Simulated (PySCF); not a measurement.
Cartesian coordinates in Å; atom numbers follow the order of the lines, from 1:
```xyz
13

C     0.9109   -0.9185   -0.4972
C     0.0145   -0.0373    0.3755
C    -1.4507   -0.1150   -0.0263
C     0.4910    1.3962    0.3339
O    -0.0664    2.3264   -0.1367
Cl    2.1017    1.6051    1.1090
H     0.5793   -1.9646   -0.4292
H     1.9604   -0.8651   -0.1780
H     0.8510   -0.6109   -1.5527
H     0.1383   -0.3582    1.4244
H    -2.0819    0.5042    0.6265
H    -1.8031   -1.1547    0.0362
H    -1.5920    0.2376   -1.0585
```

Geometry: PBE0-D3(BJ)/def2-SVP; GIAO shifts from PySCF, gas phase, non-relativistic, averaged over equivalent atoms.

At PBE0/STO-3G (41 basis functions, 3.4 s wall time on 1 thread of an Arm Neoverse V1, shared host):
```csv
atoms,δ (ppm)
C4,121.9
C2,41.1
C1/C3,22.3
O5,476.6
Cl6,224.6
H10,2.20
H7/H8/H9/H11/H12/H13,1.20
```

Shifts are taken against calculated references (same method and geometry level): $^{13}$C (σ = 234.69 ppm), $^{1}$H (σ = 32.60 ppm) vs TMS; $^{17}$O (σ = 341.71 ppm) against H2O; $^{35}$Cl (σ = 1025.84 ppm) against HCl.

Q: Predict the values at PBE0/def2-TZVP on the same geometry.

A: 
```json
{"atoms": "C4", "δ at PBE0/def2-TZVP": "188.6", "change": "+66.7"}
{"atoms": "C2", "δ at PBE0/def2-TZVP": "50.2", "change": "+9.1"}
{"atoms": "C1/C3", "δ at PBE0/def2-TZVP": "20.4", "change": "-1.9"}
{"atoms": "O5", "δ at PBE0/def2-TZVP": "567.1", "change": "+90.5"}
{"atoms": "Cl6", "δ at PBE0/def2-TZVP": "453.6", "change": "+229.0"}
{"atoms": "H10", "δ at PBE0/def2-TZVP": "2.87", "change": "+0.67"}
{"atoms": "H7/H8/H9/H11/H12/H13", "δ at PBE0/def2-TZVP": "1.23", "change": "+0.03"}
```

Chemical shifts δ = σref − σ; TMS for $^{13}$C (σ = 186.65 ppm) and $^{1}$H (σ = 31.48 ppm); H2O for $^{17}$O (σ = 332.57 ppm); $^{35}$Cl (σ = 932.72 ppm) against HCl, all at this level.

The largest change is at Cl6 (chlorine bonded to C). Cost: 234 basis functions, 29 s wall time on 1 thread of an Arm Neoverse V1, shared host. The order of the carbon signals is the same at both levels.

Carbons that carry Cl, above all several Cl atoms, come out too deshielded, partly because spin–orbit coupling is missing. Unscaled 17O shifts of doubly bonded oxygen tend to come out too high, by tens of ppm or more. Experimental scales use liquid or dissolved standards, which lie at an offset from isolated H2O (liquid H2O: subtract about 36 ppm).
